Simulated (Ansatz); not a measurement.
## Two structures, one formula

Two relaxed structures of CH₂AlO (charge -1), singlet (PBE0-D4/def2-TZVPD; forces vanish, vibrations not checked).

A:

```tsv
atom	x (Å)	y (Å)	z (Å)
C1	-1.1532	-0.3018	0.4914
O2	-2.2954	-0.1832	0.6572
Al3	0.7918	0.0226	0.2787
H4	0.9120	-0.7102	-1.1880
H5	1.2560	-1.0590	1.4267
```

B:

C1  (0.653, 0.116, -0.174)
O2  (-2.411, -0.816, 1.116)
Al3  (-0.966, -0.376, 0.506)
H4  (1.458, -0.592, -0.359)
H5  (0.897, 1.144, -0.436)
(Å)

Program: Ansatz 0.2.0. Basis: def2-TZVPPD. Cores are frozen in the correlated methods. B3LYP uses VWN-RPA correlation.

Problem. Which structure is lower at CCSD(T), and by how much? (To be estimated.)

Solution. By the calculation: B, by 17.80 kcal/mol (electronic energy, against the other). By their contacts, A is CH₂AlO ([O][C][AlH2]), total charge -1 and B is CH₂AlO ([CH2][Al][O]), total charge -1.

All methods give the same order:

| method | E(B) − E(A) (kcal/mol) |
| --- | --- |
| PBE-D4 | -14.03 |
| r2SCAN-D4 | -14.51 |
| PBE0-D4 | -15.06 |
| B3LYP-D4 | -16.01 |
| wB97M-V | -19.31 |
| HF | -8.59 |
| MP2 | -28.48 |
| CCSD | -18.52 |
| CCSD(T) | -17.80 |

The T1 diagnostic stays at or below 0.029. The restricted Hartree–Fock reference is unstable towards an unrestricted one at one or more of these structures.

Labels in which every atom is bracketed show which atoms are joined, not bond orders.

For scale, one of the runs: CCSD(T)/def2-TZVPPD, 159 basis functions, launched by `ansatz run in.yaml --threads 2 --pin off --events-out ev --progress --plain --max-ram 4352MiB`. The run took 15 s on 2 CPU threads of an Arm Neoverse V1 (shared host), with 1.1 GiB of host memory at its peak.
